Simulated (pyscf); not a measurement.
PySCF, gas phase, ωB97X-D3(BJ)/def2-SVP geometries.

**Question.** Estimate the classical barrier height and the reaction energy of propyne (HC≡C–CH₃) + hydrogen (H₂) → cyclic C₃H₄ (SMILES C1=CC1) + hydrogen (H₂) at ωB97M-D3(BJ)/def2-TZVP. The step runs on the singlet surface, breaks H–H, C–H and forms C–H, C–C, H–H; take the separated reactants as zero.

**Answer.** ΔE‡ = 394.5 kJ/mol, ΔE = +92.2 kJ/mol. Zero-point energy shifts the barrier by -4.1 kJ/mol. It is a multi-bond step, with an imaginary mode of 1756i cm⁻¹. The same reactants have a lower exit, to H₂ + H₂C=C=CH₂ (barrier +206.9 kJ/mol at ωB97M-D3(BJ)/def2-TZVP, against +394.5 kJ/mol here). cyclic C₃H₄ (SMILES C1=CC1) lies 93.4 kJ/mol over its isomer H₂C=C=CH₂ (electronic energy, ωB97M-D3(BJ)/def2-TZVP). One saddle was located; it need not be the lowest between these sides. A restricted solution here is unstable towards spin polarisation, so biradical character is likely and single-reference numbers are less safe.
